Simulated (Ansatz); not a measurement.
Ideal-gas functions of `C#CC=S` at 298.15 K and 1 bar, from an Ansatz frequency run at PBE0-D4/def2-TZVP.

Molar mass 70.12 g/mol, point group Cs (symmetry number 1), electronic degeneracy 1, moments of inertia 11.664, 161.729, 173.393 u Å². Harmonic wavenumbers (cm⁻¹, unscaled): 196, 328, 521, 663, 722, 869, 930, 1146, 1356, 2201, 3100, 3476.

Use S(trans) = R[1.5 ln M + 2.5 ln T − 1.1517]; rotational temperatures θ = 24.2544 K / I; S(rot) = R[ln(√π/σ · √(T³/θAθBθC)) + 1.5]; for each mode x = 1.438777 ν̃/T, S = R[x/(eˣ − 1) − ln(1 − e⁻ˣ)] and H = RT x/(eˣ − 1); 1 cm⁻¹ = 0.0119627 kJ/mol; R = 8.31446 J/(mol·K).

Task: By hand: the entropy, in J/(mol·K).

Result: Translation 161.9. Rotation: θ = 2.0794, 0.15, 0.1399 K, giving 101.3. Vibration, mode by mode: 9.08, 5.31, 2.54, 1.48, 1.18, 0.66, 0.52, 0.22, 0.09, 0.00, 0.00, 0.00, in all 21.1. Electronic 0.0. Sum 284.3 J/(mol·K).

Task: By hand: H − E and G − E in kJ/mol, counted from the electronic energy.

Result: Zero-point energy ½ × 15508 × 0.0119627 = 92.8; thermal vibration 4.0; translation, rotation and pV give 4 RT = 9.9. H − E = 106.7 kJ/mol, and G − E = 106.7 − 298.15 × 284.3/1000 = 21.9 kJ/mol.

Vibration gives 7 % of the entropy.
